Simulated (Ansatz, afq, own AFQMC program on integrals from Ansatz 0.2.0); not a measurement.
## Where AFQMC and coupled cluster stand for AlP, triplet

```xyz
2

Al    0.0000    0.0000    0.0000
P     0.0000    0.0000    2.2080
```

Basis 6-31G. Noble-gas cores (and the filled d shells of Ga–Kr and In–Xe) are frozen. Integrals, coupled cluster, full CI and functionals: Ansatz 0.2.0; the random walks run on the same integrals in our own AFQMC program. The CISD trial takes its coefficients from CCSD amplitudes. Released means that phaseless walkers are propagated on without the constraint, phases kept. ± is one standard error of the sampling.

Determinant: UHF, the one that the program's search chose, which needn't be the lowest solution. The geometry is a point of a scan.

Full CI on the same integrals is exact in this basis and with this determinant's frozen core.

Cautions: lower spins were not checked; an unrestricted solution with more broken spin lies lower (170 meV, ⟨S²⟩ 2.23); raised T1 diagnostic (T1 0.049, weight of the determinant 0.86, largest double 0.10); unrestricted determinant slightly spin contaminated (⟨S²⟩ 2.08 against 2.00); the released energies have errors that jump between times, so the bars are unsure, so no released level is given (meV from the phaseless value at times in 1/Eh: -2 ± 3 at 0.24, 84 ± 88 at 0.51, -8.3 ± 1.8 at 0.99, -13.2 ± 1.6 at 1.62, -15.1 ± 1.9 at 2.40).

- T1 diagnostic: 0.0491
- weight of the determinant in the CISD state: 0.864
- ⟨S²⟩ of the determinant: 2.082
- size of the correlated space: 8 electrons in 16 orbitals

```
  level  correlation energy (eV)
    MP2                  -1.6460
   CCSD                  -2.2553
CCSD(T)                  -2.3427
```

Problem. Estimate where full CI lies against CCSD(T) on the same integrals.

Solution. 1.49 mEh below CCSD(T).

Reference: full CI, correlation energy -2.383 eV.

```csv
level,E − E(reference) (mEh),share of correlation (%)
CCSD(T),1.49,98.30
CCSDT,0.18,99.80
CCSDT(Q),-0.10,100.12
CCSDTQ,0.00,100.00
ph-AFQMC/HF,3.82 ± 0.78,95.63
ph-AFQMC/CISD,0.87 ± 0.13,99.01
```

CCSDT and higher add their correlation energy to the determinant of the CCSD(T) run, since their own runs factorise the integrals more tightly (a shift of under 2 meV). A walk keeps the symmetry of its determinant, which the program's search chose and which needn't be the lowest solution, so a lower state of the same spin and another symmetry isn't excluded.
